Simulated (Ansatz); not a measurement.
# Si₂Cl (sextet): wave-function methods side by side, def2-TZVPP

The task here is to estimate one member of a computed series from the others.

The runs use Ansatz 0.2.0, Gaussian basis; def2-TZVPP, core rule «outside noble gas», up to 15 orbitals frozen.

To be run: UHF; ROHF; CCSD(T) on UHF.

**What is computed**

The geometry is a PBE0/def2-TZVP stationary point (not a proven minimum) of the parent state, kept for this charge and spin.

3 atoms, charge 0, spin multiplicity 6.

Atoms are counted from 1 here; the program's logs count them from 0.

Bond lengths: Cl1–Si2 2.077 Å, Si2–Si3 2.325 Å. Angles: Cl1–Si2–Si3 112.0°.

The first run:

Input file in.yaml:

```yaml
crystal:
  periodic: [false, false, false]
  atoms:
    - {symbol: Cl, position_ang: [0.000000, -0.369686, 1.635032]}
    - {symbol: Si, position_ang: [0.000000, 0.849888, -0.046560]}
    - {symbol: Si, position_ang: [0.000000, -0.383225, -2.017380]}
basis:
  gaussian: {orbitals: def2-TZVPP}
magnetization: {spin_polarized: true, initial_magnetization: 5}
hamiltonian: {xc: hf}
output: {orbitals: {seedname: orbitals}}
```

Started as:

```console
$ ansatz run in.yaml --threads 1 --pin off --events-out ev --progress --plain --max-ram 4096MiB --backend cpu
```

Steps of the session up to this table: UHF; ROHF; CCSD(T) on UHF.

One of the session's tables, all rows but one given; the rest of the session is left out.

```
  method  from UCCSD(T) (meV)
    ROHF              +9959.1
     UHF              +9878.5
    UMP2              +1514.8
   UCCSD                    ?
UCCSD(T)                    0
```

Estimate the missing values for UCCSD.

**Answer.** from UCCSD(T) (meV): +471.8. In the column «from UCCSD(T) (meV)» it lies between UCCSD(T) (0) and UMP2 (+1514.8).
